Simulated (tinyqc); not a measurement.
Worked calculation: CCD on RHF in the sto-3g basis, for LiH, spin multiplicity 1. Computed by tinyqc, a small Python program that keeps every step (integrals from PySCF). Settings: charge = 0, multiplicity = 1, basis = sto-3g, method = RHF, energy threshold = 1e-10, iteration cap = 84, orthogonalisation = canonical, start = atomic densities, DIIS depth = 6, amplitude equations = CCD, DIIS depth for amplitudes = 0, cap on updates = 69. Command: `OMP_NUM_THREADS=1 python tinyqc.py 29211 29212 out.jsonl` (the two numbers bound the seeds that draw the settings). One thread of a shared host (Intel(R) Xeon(R) Processor @ 2.60GHz), about 0.2 s of CPU time with the checks.

Geometry (angstrom):

| atom | x | y | z |
|---|---|---|---|
| Li | 0.00000 | 0.00000 | 0.00000 |
| H | 0.00000 | 0.00000 | 1.70900 |

E_corr = 1/4 sum <ij||ab> t_ij^ab; stop when the norm of the change is below 1e-8.

Course of the amplitude iterations:

| update | correlation energy (hartree) | norm of the change |
|---|---|---|
| 0 | -0.0138730 | - |
| 1 | -0.0188326 | 7.40e-02 |
| 2 | -0.0207220 | 3.00e-02 |
| 3 | -0.0214550 | 1.26e-02 |
| 4 | -0.0217466 | 5.39e-03 |
| 5 | -0.0218647 | 2.34e-03 |
| 6 | -0.0219132 | 1.02e-03 |
| 7 | -0.0219333 | 4.53e-04 |
| 8 | -0.0219418 | 2.01e-04 |
| 9 | -0.0219454 | 8.99e-05 |
| 10 | -0.0219469 | 4.03e-05 |
| 11 | -0.0219476 | 1.81e-05 |
| 12 | -0.0219479 | 8.14e-06 |
| 13 | -0.0219480 | 3.67e-06 |
| 14 | -0.0219480 | 1.65e-06 |
| 15 | -0.0219481 | 7.44e-07 |
| 16 | -0.0219481 | 3.35e-07 |
| 17 | -0.0219481 | 1.51e-07 |
| 18 | -0.0219481 | 6.82e-08 |
| 19 | -0.0219481 | 3.07e-08 |
| 20 | -0.0219481 | 1.39e-08 |
| 21 | -0.0219481 | 6.25e-09 |

Can the last value be used, and what does the course show?

Yes. Converged in 21 updates.
